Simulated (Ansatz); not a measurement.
The parent structure is Au in the fcc (Cu type) structure (space group Fm-3m, No. 225).

```
CELL_PARAMETERS angstrom
      0.00000     2.07859     2.07859
      2.07859     0.00000     2.07859
      2.07859     2.07859     0.00000
ATOMIC_POSITIONS crystal
  Au 0.00000 0.00000 0.00000
```

Level of theory: PBE (Ansatz, an electronic-structure program; PAW; 420 eV plane waves; without spin-orbit coupling).

Now apply this change: every Au is replaced by Rh, then cell and atoms are relaxed.

Measured lattice parameter a: Au 4.062 Å (static lattice; corrected from measurement; as listed in Daniel Mejia-Rodriguez, S. B. Trickey, Phys. Rev. B (2018)); Rh 3.794 Å (static lattice; corrected from measurement; as listed in Daniel Mejia-Rodriguez, S. B. Trickey, Phys. Rev. B (2018)).

Question: How well does PBE reproduce the measured shift?

Answer: With PBE the lattice parameter a moves by -0.327 Å (4.157 → 3.830) against -0.268 Å measured.

No phonon test of stability was made. The final runs are not spin-polarised.
